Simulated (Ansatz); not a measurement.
# P (model structure, started from the omega type, P6/mmm, No. 191, 3 atoms in the cell): properties by level of theory

```json
[
 {"level (code)": "PBE (Ansatz)", "lattice parameter a (Å)": "4.480", "lattice parameter c (Å)": "2.485"},
 {"level (code)": "PBEsol (Ansatz)", "lattice parameter a (Å)": "4.415", "lattice parameter c (Å)": "2.461"},
 {"level (code)": "PBE-D3(BJ) (Ansatz)", "lattice parameter a (Å)": "(withheld)", "lattice parameter c (Å)": "(withheld)"}
]
```

Task: Complete the blanks.

Result: 
- PBE-D3(BJ) (Ansatz, an electronic-structure program), lattice parameter a (Å): 4.389
- PBE-D3(BJ) (Ansatz), lattice parameter c (Å): 2.446

Ansatz's density-functional and Hartree–Fock values are scalar-relativistic unless marked +SOC, with PAW data made under PBE.

Computed values are for the static lattice.

A model structure was made by putting elements into a prototype or built by hand; it is no filed structure, need not be a known phase, and can be a saddle point held by its symmetry.
